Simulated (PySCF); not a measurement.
## Working out the ionisation energy of Ar

Ar [Ar] (1S) → Ar⁺ [Ne] 3s2 3p5 (2P). Calculation: PySCF 2.14, in cc-pV(D+d)Z; no relativity, point nucleus. Frozen: [Ne]. Energies in hartree (1 hartree = 27.21139 eV):

```csv
part,Ar (lower),Ar⁺ (upper)
UHF,-526.799865,-526.260750
CCSD correlation,-0.158085,-0.136021
(T),-0.001587,-0.001433
```

Task: What does Hartree-Fock give?

Result: (-526.260750) − (-526.799865) = 0.539115 hartree = 14.670 eV.

Task: What do CCSD and CCSD(T) give?

Result: The CCSD correlation energies differ by 0.022064 hartree = 0.600 eV and the triples by 0.000154 hartree = 0.004 eV, so CCSD gives 15.270 eV and CCSD(T) 15.274 eV.

Measured between the centres of the two terms (NIST): 15.819 eV, so CCSD(T) (valence) is off by -0.545 eV.

What remains against the reference includes basis incompleteness, the frozen core and higher excitations.
